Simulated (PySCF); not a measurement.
Geometries of 2 isomers of C3H2ClN, from PBE0-D3(BJ)/def2-SVP geometry optimisation, gas phase (PySCF). One conformer each, no zero-point energy, no frequencies.

Question: Which isomer lies lower at this level?
A.
```xyz
7
angstrom
N      2.581    0.415   -0.006
C      1.488    0.027    0.012
C      0.160   -0.484    0.034
C     -0.944    0.277    0.053
Cl    -0.936    1.982    0.052
H      0.043   -1.571    0.037
H     -1.940   -0.171    0.071
```
B.
```xyz
7
angstrom
C     -0.879   -0.475    0.428
C      0.051    0.392    0.018
Cl    -0.075    2.095    0.290
C      1.235   -0.009   -0.681
N      2.191   -0.335   -1.248
H     -1.767   -0.126    0.959
H     -0.756   -1.542    0.234
```

Answer: A. That is `N#C/C=C\Cl`, 3.7 kcal/mol below the other.

```csv
SMILES,atoms numbered as above,E (Eh),relative (kcal/mol),relative (kJ/mol),dipole (D)
N#C/C=C\Cl,[N:1]#[C:2]/[CH:3]=[CH:4]\[Cl:5],-629.80712,0.0,0.0,4.10
C=C(Cl)C#N,[CH2:1]=[C:2]([Cl:3])[C:4]#[N:5],-629.80120,3.7,15.5,3.41
```
